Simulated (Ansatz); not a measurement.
[H···H···Si], triplet in cc-pVTZ: errors against full CI

Geometry: a point of a hydrogen-transfer path between rigid fragments, not a stationary point.

| atom | x (Å) | y (Å) | z (Å) |
| --- | --- | --- | --- |
| H | 0.0000 | 0.0000 | -1.1943 |
| H | 0.0000 | 0.0000 | -0.3673 |
| Si | 0.0000 | 0.0000 | 1.5617 |

Basis cc-pVTZ; Ansatz 0.2.0. Only valence electrons are correlated (noble-gas cores frozen), which leaves 6 electrons in 57 orbitals. Prefix R: restricted or restricted open-shell reference; prefix U: unrestricted. Active spaces: pair = (4e, 4o) about the gap; valence = (6e, 6o) chosen from the atoms' valence shells.

Full CI is exact within this basis and frozen core; it isn't the basis-set limit. The frozen core follows each run's orbitals, which can shift R against U totals by a few meV.

For open shells CISD is restricted-active-space CI with the open shells as a complete middle space.

```
UHF ⟨S²⟩                          : 2.021
T1 diagnostic (RCCSD)             : 0.0216
largest doubles amplitude (RCCSD) : 0.086
T1 diagnostic (UCCSD)             : 0.0160
```

```
   level  E − E(RHF) (eV)
     UHF          -0.1273
    RMP2          -2.7228
    UMP2          -2.7138
   RCCSD          -3.4090
   UCCSD          -3.4147
RCCSD(T)          -3.5094
UCCSD(T)          -3.5106
```

Task: Estimate how far full CI in cc-pVTZ lies from RCCSD(T). The table doesn't fix it; the size of (T) and the diagnostics are the guide.

Result: Full CI in cc-pVTZ lies 28 meV below RCCSD(T), which is 28 % of the (T) step (-100 meV). The diagnostics give no warning, yet the rest is a sizeable part of (T).

The other levels:

```
                            level  E − E(full CI) (meV)  share of correlation (%)     wall time
                             CISD                   237                     93.31         1.6 s
                          BCCD(T)                    28                     99.20         3.2 s
                           RCCSDT                     4                     99.90             –
                           UCCSDT                     2                     99.94             –
                        RCCSDT(Q)                     1                     99.99          24 s
                        UCCSDT(Q)                    -1                    100.02          23 s
              CASSCF (pair space)                  2962                     16.27             –
              MRCISD (pair space)                   205                     94.20             –
            MRCISD+Q (pair space)                   -16                    100.45  5.5 s (H100)
           CASSCF (valence space)                  2542                     28.15             –
           NEVPT2 (valence space)                   705                     80.08         1.4 s
           MRCISD (valence space)                   186                     94.75             –
         MRCISD+Q (valence space)                    36                     98.97         1.7 s
MRCISD+Q(relaxed) (valence space)                   -16                    100.47           2 s
```

The correlation energy at full CI, counted from RHF, is -3.537 eV. That run took 37 s on 2 threads of AMD EPYC 7R13 with a shared H100 80 GB, shared host over 213,587,348 determinants.

Times hold each run's SCF and search for its determinant on a shared host, so for small cases they say little of a method's own cost; rows without a card ran on 1 thread of AMD EPYC 7R13.

Not variational, and here over 5 meV under the exact energy: MRCISD+Q (pair space), MRCISD+Q(relaxed) (valence space).

The full-CI state has the irrep A2 of C2v, in the program's axes (one component, if the state is degenerate).

Natural occupations of full CI about the gap: 1.952 1.904 0.982 0.982 0.056 0.025 0.016 0.016 0.012 0.012; effectively unpaired electrons, Σ n²(2−n)², 2.06.
